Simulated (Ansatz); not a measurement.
# SiNH₃+ (doublet): from Hartree-Fock to the top rungs, cc-pVDZ

Aim: climb from Hartree-Fock through coupled cluster and multireference methods for SiNH₃+ (doublet) at one geometry and basis, and see what each rung misses.

Program: Ansatz 0.2.0, Gaussian basis. Level of theory: cc-pVDZ, core rule «outside noble gas», up to 6 orbitals frozen. These are calculated values, not measurements.

The runs, in order: UHF; CCSD(T) on ROHF; CCSD(T) on UHF; BCCD(T) on ROHF; CISD; CCSDT(Q) on ROHF; CCSDT(Q) on UHF; CASSCF and MRCISD+Q, 11 electrons in 11 orbitals; CASSCF and NEVPT2, 11 electrons in 11 orbitals.

1 further run of the same task is left out (set aside as unsound or not needed).

## Step 1: What is computed

The geometry is a PBE0/def2-TZVP stationary point (not a proven minimum) of the parent state, kept for this charge and spin.

5 atoms, charge 1, spin multiplicity 2.

Atoms are counted from 1 here; the program's logs count them from 0.

Bond lengths: Si1–N2 1.707 Å, Si1–H3 1.532 Å, N2–H4 1.008 Å, N2–H5 1.008 Å. Angles: N2–Si1–H3 94.1°, Si1–N2–H4 126.3°, Si1–N2–H5 121.7°, H4–N2–H5 112.0°.

## Step 2: UHF

Contents of in.yaml:

```yaml
crystal:
  periodic: [false, false, false]
  atoms:
    - {symbol: Si, position_ang: [0.000000, -0.081122, 0.624572]}
    - {symbol: N, position_ang: [0.000000, 0.049408, -1.077458]}
    - {symbol: H, position_ang: [0.000000, 1.434266, 0.850543]}
    - {symbol: H, position_ang: [0.000000, 0.905200, -1.610089]}
    - {symbol: H, position_ang: [0.000000, -0.765663, -1.670950]}
basis:
  gaussian: {orbitals: cc-pVDZ}
total_charge: 1
magnetization: {spin_polarized: true, initial_magnetization: 1}
hamiltonian: {xc: hf}
output: {orbitals: {seedname: orbitals}}
```

Launch:

```console
$ ansatz run in.yaml --threads 1 --pin off --events-out ev --progress --plain --max-ram 4096MiB --backend cpu
```

After this run come: CCSD(T) on ROHF; CCSD(T) on UHF; BCCD(T) on ROHF; CISD; CCSDT(Q) on ROHF; CCSDT(Q) on UHF; CASSCF and MRCISD+Q, 11 electrons in 11 orbitals; CASSCF and NEVPT2, 11 electrons in 11 orbitals.

Before running them: what should the planned runs give, taken together? Wanted: UCCSDT(Q) below the RHF energy; RMP2 from UCCSDT(Q); UMP2 from UCCSDT(Q); RCCSD from UCCSDT(Q); RCCSD(T) from UCCSDT(Q); UCCSD(T) from UCCSDT(Q); RCCSDT(Q) from UCCSDT(Q); NEVPT2 valence from UCCSDT(Q); MRCISD+Q valence from UCCSDT(Q).

**Answer**, as computed:

| quantity | value |
| --- | --- |
| UCCSDT(Q) below the RHF energy | -7.5420 eV |
| RMP2 from UCCSDT(Q) | +970.5 meV |
| UMP2 from UCCSDT(Q) | +950.4 meV |
| RCCSD from UCCSDT(Q) | +278.7 meV |
| RCCSD(T) from UCCSDT(Q) | +48.6 meV |
| UCCSD(T) from UCCSDT(Q) | +48.6 meV |
| RCCSDT(Q) from UCCSDT(Q) | +3.5 meV |
| NEVPT2 valence from UCCSDT(Q) | +1014.5 meV |
| MRCISD+Q valence from UCCSDT(Q) | +67.7 meV |
| levels within 1 kcal/mol (43 meV) | RCCSDT, UCCSDT, RCCSDT(Q) |
| T1 diagnostic | 0.032 |
| effectively unpaired electrons | 1.03 |

RCCSD(T) lands +48.6 meV from the yardstick (0.6 % of the correlation energy). One determinant dominates. Of the multireference levels listed MRCISD+Q valence comes nearest in total energy (+67.7 meV), which doesn't show that its space is the better one. These misses are within one basis, not against nature; the frozen cores of restricted and unrestricted runs differ, which can shift their rows.
